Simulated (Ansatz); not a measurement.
# Iron, bcc under LDA: testing the k-point mesh

A convergence test of the k-point mesh. The geometry was relaxed under LDA beforehand and stays fixed; 8 values are run, from 3×3×3 to 24×24×24. Wanted are the values from which on the energy stays within 10 and 1 meV/atom, and the pressure within 0.5 GPa, of the last run. Within the series other settings stay, but some runs also write fields, which adds to their time. Spin polarisation is left out.

Computed with Ansatz 0.2.0 (DFT LDA, plane waves with PAW, scalar-relativistic, unless a step says otherwise).

## Step 1: The system as given

Symmetry: Im-3m, No. 229, cubic system. Conventional cell: a = 2.700 Å, b = 2.700 Å, c = 2.700 Å, α = 90.00°, β = 90.00°, γ = 90.00°. Fe (site symmetry m-3m) has 8 Fe at 2.34 Å as nearest neighbours.

Structure file:

```xyz
1
Lattice="-1.3498 1.3498 1.3498 1.3498 -1.3498 1.3498 1.3498 1.3498 -1.3498" Properties=species:S:1:pos:R:3 pbc="T T T"
Fe    0.0000    0.0000    0.0000
```

## Step 2: With a k-mesh of 3×3×3

The run at 3×3×3.

input.yaml reads:

```yaml
crystal:
  lattice:
    - [-1.3498227879, 1.3498227879, 1.3498227879]
    - [1.3498227879, -1.3498227879, 1.3498227879]
    - [1.3498227879, 1.3498227879, -1.3498227879]
  atoms:
    - { symbol: Fe, position: [0.0, 0.0, 0.0] }
hamiltonian:
  xc: lda
  pseudopotentials:
    kind: paw
    azcp:
      Fe: "pseudopotentials/Fe.paw.azcp"
basis:
  ecutwfc: 420
  fft_grid_basis: typed
kpoints:
  mp_grid: { grid: [3, 3, 3], shift: [0, 0, 0] }
magnetization:
  spin_polarized: false
scf:
  occupations: { method: fermi_dirac, width: 0.1 }
  lower_state_search: "off"
output:
  stress: true
```

On the command line:

```bash
ansatz run input.yaml --threads 2 --pin off --max-ram 5120MiB --backend cpu --events-out ev --progress --plain --runs-dir out
```

## Step 3: With a k-mesh of 4×4×4

The run at 4×4×4.

Changes to input.yaml since step 2:

```diff
@@ -17,3 +17,3 @@
 kpoints:
-  mp_grid: { grid: [3, 3, 3], shift: [0, 0, 0] }
+  mp_grid: { grid: [4, 4, 4], shift: [0, 0, 0] }
 magnetization:
```

## Step 4: With a k-mesh of 6×6×6

The run at 6×6×6.

Changes to input.yaml since step 3:

```diff
@@ -17,3 +17,3 @@
 kpoints:
-  mp_grid: { grid: [4, 4, 4], shift: [0, 0, 0] }
+  mp_grid: { grid: [6, 6, 6], shift: [0, 0, 0] }
 magnetization:
@@ -25 +25,5 @@
   stress: true
+  write_density: true
+  write_potential: true
+  elf: true
+  volumetric_format: npy
```

## Step 5: With a k-mesh of 8×8×8

The run at 8×8×8.

Changes to input.yaml since step 4:

```diff
@@ -17,3 +17,3 @@
 kpoints:
-  mp_grid: { grid: [6, 6, 6], shift: [0, 0, 0] }
+  mp_grid: { grid: [8, 8, 8], shift: [0, 0, 0] }
 magnetization:
@@ -25,5 +25 @@
   stress: true
-  write_density: true
-  write_potential: true
-  elf: true
-  volumetric_format: npy
```

## Step 6: With a k-mesh of 10×10×10

The run at 10×10×10.

Changes to input.yaml since step 5:

```diff
@@ -17,3 +17,3 @@
 kpoints:
-  mp_grid: { grid: [8, 8, 8], shift: [0, 0, 0] }
+  mp_grid: { grid: [10, 10, 10], shift: [0, 0, 0] }
 magnetization:
```

## Step 7: With a k-mesh of 13×13×13

The run at 13×13×13.

Changes to input.yaml since step 6:

```diff
@@ -17,3 +17,3 @@
 kpoints:
-  mp_grid: { grid: [10, 10, 10], shift: [0, 0, 0] }
+  mp_grid: { grid: [13, 13, 13], shift: [0, 0, 0] }
 magnetization:
@@ -25 +25,5 @@
   stress: true
+  write_density: true
+  write_potential: true
+  elf: true
+  volumetric_format: npy
```

## Step 8: With a k-mesh of 17×17×17

The run at 17×17×17.

Changes to input.yaml since step 7:

```diff
@@ -17,3 +17,3 @@
 kpoints:
-  mp_grid: { grid: [13, 13, 13], shift: [0, 0, 0] }
+  mp_grid: { grid: [17, 17, 17], shift: [0, 0, 0] }
 magnetization:
@@ -25,5 +25 @@
   stress: true
-  write_density: true
-  write_potential: true
-  elf: true
-  volumetric_format: npy
```

## Step 9: With a k-mesh of 24×24×24

The run at 24×24×24.

Changes to input.yaml since step 8:

```diff
@@ -17,3 +17,3 @@
 kpoints:
-  mp_grid: { grid: [17, 17, 17], shift: [0, 0, 0] }
+  mp_grid: { grid: [24, 24, 24], shift: [0, 0, 0] }
 magnetization:
@@ -25 +25,5 @@
   stress: true
+  write_density: true
+  write_potential: true
+  elf: true
+  volumetric_format: npy
```

(Steps that only read results are left out.)

Before running it: what results should come out? Wanted: pressure at 24×24×24.

The runs gave:

| quantity | value |
| --- | --- |
| E(σ → 0) stays within 10 meV/atom of 24×24×24 | from 10×10×10 on |
| E(σ → 0) stays within 1 meV/atom | not reached before 24×24×24 |
| pressure stays within 0.5 GPa | from 8×8×8 on |
| pressure at 24×24×24 | 0.07 GPa |
| CPU time, dearest over cheapest | 13 |
| energy of a separate run on a finer mesh (27×27×27) | +0.3 meV/atom from 24×24×24 |

In words: The far end, 3×3×3, lies +724.6 meV/atom and +22.0 GPa from the yardstick. The error changes sign along the series: k-point sums are not variational. The energy has not settled to 1 meV/atom before the last mesh. Metals converge slowly, as the Fermi surface must be resolved. A run on a finer mesh agrees with the yardstick to 1 meV/atom. The cell taken over is 16 % smaller than the measured one (11.78 Å³/atom, COD), which weighs on all values here.

Real Fe is ferromagnetic; without spin these runs don't describe its ground state.
